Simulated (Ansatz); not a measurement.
**Worked example: the barrier**

An elementary step of CH$_{5}$AlO, singlet (CH₅AlO ([CH3][O][AlH2]) → CH₂O ([CH2][O]) + AlH₃ (still joined by a long Al–O bond); bonds formed: Al1–H4; bonds broken: C3–H4; bonds weakened to dative contacts: Al1–O2). “Start” is the structure reached by relaxing down from the saddle towards the reactants; PBE0-D4/def2-TZVP structures. The saddle:

```tsv
atom	x (Å)	y (Å)	z (Å)
Al1	-1.1225	-0.2225	0.3620
O2	0.2965	-0.4442	-1.0521
C3	1.2057	0.1575	-0.4863
H4	-0.3000	1.0338	1.0144
H5	-2.3436	0.2130	-0.5504
H6	-1.0536	-1.5630	1.2132
H7	1.5930	-0.1590	0.4912
H8	1.7246	0.9844	-0.9919
```

Computed with Ansatz 0.2.0 (basis: def2-TZVPP and def2-QZVPP); correlated methods freeze the cores.

Energies in eV:

| quantity | saddle | start |
| --- | --- | --- |
| Hartree–Fock, triple zeta (X = 3) | -9729.91246 | -9732.00126 |
| Hartree–Fock, quadruple zeta (X = 4) | -9730.27020 | -9732.36430 |
| MP2 correlation, X = 3 | -13.41769 | -13.54903 |
| MP2 correlation, X = 4 | -14.39546 | -14.54458 |
| CCSD(T) correlation, X = 3 | -14.84200 | -14.84700 |

Problem. Work out the barrier at the basis limit: extrapolate Hartree–Fock as E(X) = E∞ + A exp(−7.88 √X) and the MP2 correlation as E(X) = E∞ + B X^−2.97 (the exponents that Neese and Valeev fitted for def2-TZVPP and QZVPP), then add CCSD(T) − MP2 in triple zeta.

Solution. Each step is linear, so take the differences first (saddle − start): Hartree–Fock 2.08880 (X = 3) and 2.09410 (X = 4); MP2 correlation 0.13134 and 0.14912; CCSD(T) correlation 0.00500.
Two points give E∞ = E(4) + w [E(4) − E(3)], with w = 1/(exp(7.88 (2 − √3)) − 1) = 0.1377 for Hartree–Fock and w = 1/((4/3)^2.97 − 1) = 0.7407 for the correlation.
Hartree–Fock: 2.09410 + 0.1377 × 0.00530 = 2.0948 eV.
MP2 correlation: 0.14912 + 0.7407 × 0.01778 = 0.1623 eV.
CCSD(T) − MP2: 0.00500 − 0.13134 = -0.1263 eV.
Sum: 2.0948 + 0.1623 + (-0.1263) = 2.1308 eV, or 49.14 kcal/mol. Plain CCSD(T) in triple zeta gives 2.0938 eV, so the larger basis shifts the result by 0.0370 eV.

No T1 diagnostic of these runs exceeds 0.019.

Such eliminations are a main way in which metal alkyl precursors decompose in metal-organic vapour deposition.

Labels in which every atom is bracketed show which atoms are joined, not bond orders.

For scale, one of the runs: CCSD(T)/def2-TZVPP, 174 basis functions, launched by `ansatz run in.yaml --threads 2 --pin off --events-out ev --progress --plain --max-ram 4352MiB`. The run took 21 s on 2 CPU threads of an Intel Xeon Platinum 8259CL (shared host), with 1.5 GiB of host memory at its peak.
